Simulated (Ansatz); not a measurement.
System: body-centred tetragonal In. Method: r²SCAN (PAW; Ansatz, a program for electronic structure).

Settings: plane-wave cutoff 560 eV, 24×24×24 k mesh, Fermi–Dirac smearing 0.05 eV, scalar-relativistic PAW data made under PBE.

Cell (relaxed at this level):

```xyz
1
Lattice="-1.6232 1.6232 2.4931 1.6232 -1.6232 2.4931 1.6232 1.6232 -2.4931" Properties=species:S:1:pos:R:3 pbc="T T T"
In     0.0000     0.0000     0.0000
```

Question: Estimate the bulk modulus B0 and pressure derivative B′ of the bulk modulus that the calculation returns.

Answer: 
- bulk modulus B0: 42.3 GPa
- pressure derivative B′ of the bulk modulus: 5.1

The run finds no gap.

Measured, for comparison: bulk modulus 44.7 GPa (copied from a table, unchecked, extrapolated to 0 K and zero-point effects removed; as tabulated in Lejaeghere et al. (2013), arXiv:1204.2733). Computed (rounded) less measured: bulk modulus not scored (unchecked).

Note: the bulk modulus comes from volumes at which shape and atoms were relaxed.

Spin–orbit coupling is not included.

Computed values are for the static lattice.

The result took very roughly 8 core-minutes.
